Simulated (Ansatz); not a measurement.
# BNH₃ (doublet): the correlation ladder at distance B1–N2 = 3.709 Å, cc-pVDZ

Aim: climb from Hartree-Fock through coupled cluster and multireference methods for BNH₃ (doublet) at one geometry and basis, and see what each rung misses.

The runs use Ansatz 0.2.0, Gaussian basis; cc-pVDZ, correlated electrons: outside noble gas.

To be run: UHF; CCSD(T) on ROHF; CCSD(T) on UHF; BCCD(T) on ROHF; CISD; CCSDT(Q) on ROHF; CCSDT(Q) on UHF; CASSCF and MRCISD+Q, 3 electrons in 3 orbitals; CASSCF and NEVPT2, 3 electrons in 3 orbitals.

**1. The geometry**

The geometry derives from a PBE0/def2-TZVP stationary point (not a proven minimum). One bond is set to the value named and the two fragments are kept rigid.

5 atoms, charge 0, spin multiplicity 2.

Atoms are counted from 1 here; the program's logs count them from 0.

Bond lengths: B1–H3 1.195 Å, N2–H4 1.011 Å, N2–H5 1.007 Å. Angles: H4–N2–H5 113.1°.

In the tables R marks a restricted open-shell determinant and U an unrestricted one; 'pair' is the active space of 3 electrons in 3 orbitals; correlation energies count from the lowest restricted Hartree-Fock solution.

**2. UHF**

in.yaml reads:

```yaml
crystal:
  periodic: [false, false, false]
  atoms:
    - {symbol: B, position_ang: [0.000000, -0.421535, 2.108415]}
    - {symbol: N, position_ang: [0.000000, 0.245735, -1.540068]}
    - {symbol: H, position_ang: [0.000000, 0.416087, 2.961134]}
    - {symbol: H, position_ang: [0.000000, 1.174054, -1.940280]}
    - {symbol: H, position_ang: [0.000000, -0.483655, -2.234026]}
basis:
  gaussian: {orbitals: cc-pVDZ}
magnetization: {spin_polarized: true, initial_magnetization: 1}
hamiltonian: {xc: hf}
output: {orbitals: {seedname: orbitals}}
```

Started as:

```sh
$ ansatz run in.yaml --threads 1 --pin off --events-out ev --progress --plain --max-ram 2393MiB
```

The runs that follow: CCSD(T) on ROHF; CCSD(T) on UHF; BCCD(T) on ROHF; CISD; CCSDT(Q) on ROHF; CCSDT(Q) on UHF; CASSCF and MRCISD+Q, 3 electrons in 3 orbitals; CASSCF and NEVPT2, 3 electrons in 3 orbitals.

Before running them: what should the planned runs give, taken together? Wanted: correlation energy, UCCSDT(Q); RMP2 from UCCSDT(Q); UMP2 from UCCSDT(Q); RCCSD from UCCSDT(Q); RCCSD(T) from UCCSDT(Q); UCCSD(T) from UCCSDT(Q); RCCSDT(Q) from UCCSDT(Q); NEVPT2 pair from UCCSDT(Q); MRCISD+Q pair from UCCSDT(Q).

**Answer**, as computed:

```
                         quantity                                                   value
    correlation energy, UCCSDT(Q)                                              -7.0534 eV
              RMP2 from UCCSDT(Q)                                             +1399.4 meV
              UMP2 from UCCSDT(Q)                                             +1525.5 meV
             RCCSD from UCCSDT(Q)                                              +136.7 meV
          RCCSD(T) from UCCSDT(Q)                                               +27.7 meV
          UCCSD(T) from UCCSDT(Q)                                               +30.3 meV
         RCCSDT(Q) from UCCSDT(Q)                                                -0.1 meV
       NEVPT2 pair from UCCSDT(Q)                                             +1254.6 meV
     MRCISD+Q pair from UCCSDT(Q)                                               +56.5 meV
levels within 1 kcal/mol (43 meV)  RCCSD(T), UCCSD(T), BCCD(T), RCCSDT, UCCSDT, RCCSDT(Q)
                    T1 diagnostic                                                   0.013
```

**Reading.** RCCSD(T) lands +27.7 meV from the yardstick (0.4 % of the correlation energy). Of the multireference levels listed MRCISD+Q pair comes nearest (+56.5 meV). Coupled cluster took another determinant than the lowest Hartree-Fock one. These misses are within one basis and frozen core, not against nature; frozen cores of the runs differ by up to some meV.
